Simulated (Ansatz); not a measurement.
A nudged elastic band was laid between two geometries of AlH6N2 (9 atoms, charge 1, multiplicity 1).

Computed with RKS r2SCAN/def2-SVP in Ansatz 0.2.0.

- movable images: 7
- climbing image: yes
- spring: 5.0 eV/Å²
- optimiser: quadratic models (default)
- start path: through a guess of the saddle point
- force threshold: 0.03 eV/Å
- iteration limit: 60
- end points: relaxed

Initial state:

```xyz
9
Properties=species:S:1:pos:R:3
N -0.831 0.776 -1.302
Al 0.269 0.819 0.047
N 0.424 -0.991 0.867
H -1.354 -0.009 -1.682
H -1.053 1.605 -1.853
H 1.158 1.858 0.790
H 1.400 -1.306 0.946
H -0.073 -1.733 0.357
H 0.060 -1.020 1.830
```

Final state:

```xyz
9
Properties=species:S:1:pos:R:3
N -0.333 1.010 -1.062
Al -0.923 0.793 1.048
N 0.336 -1.013 1.058
H -0.741 0.314 -1.699
H -0.698 1.912 -1.391
H 0.671 1.032 -1.278
H 1.348 -0.834 1.021
H 0.152 -1.730 0.345
H 0.187 -1.486 1.958
```

(1) What changes between the two ends?

(2) Give the energies along the band, and the barrier.

(3) What is the geometry of the highest image?

The band took 27 iterations and roughly 9 core-minutes.

## Answers

(1) Bonds broken: Al2–H6. Bonds formed: N1–H6.

(2) It converged. The highest image is number 4 of 0 to 8, 2.63 eV above the first end and 2.00 eV above the last; the last end lies 0.63 eV above the first. Neighbouring images differ by up to 1.5 eV, so the band resolves the path poorly. A vibrational analysis at the climbing image gives one clearly imaginary mode, 1215i cm⁻¹: a first-order saddle point. The orbitals stay closed-shell, which can raise the energy where a bond breaks towards radicals; this wasn't checked here. Limits of this set-up: the dipole of an ion depends on the origin.

```tsv
image	path coordinate (Å)	energy (eV)	Al2–H6 (Å)	N1–H6 (Å)
0	0.00	0.00	1.56	3.08
1	0.68	0.01	1.55	3.06
2	1.36	0.38	1.54	2.76
3	2.03	1.52	1.55	2.25
4	2.71	2.63	1.69	1.59
5	3.29	1.12	2.09	1.07
6	3.87	0.63	2.73	1.03
7	4.45	0.63	2.80	1.03
8	5.03	0.63	2.83	1.03
```

(3) 
```xyz
9
Properties=species:S:1:pos:R:3:forces:R:3
N -0.576 0.866 -1.079 0.00 0.00 0.00
Al -0.131 0.923 0.728 0.00 0.00 0.00
N 0.331 -1.055 1.006 0.00 0.00 0.00
H -0.584 0.182 -1.851 0.00 0.00 0.00
H -1.017 1.723 -1.435 0.00 0.00 0.00
H 0.680 1.682 -0.540 0.00 0.00 0.00
H 1.195 -1.316 0.509 0.00 0.00 0.00
H -0.396 -1.702 0.672 0.00 0.00 0.00
H 0.498 -1.303 1.989 0.00 0.00 0.00
```

Run time: 4.4 min on 2 threads of Arm Neoverse V2 (shared host), peak memory 0.15 GiB.
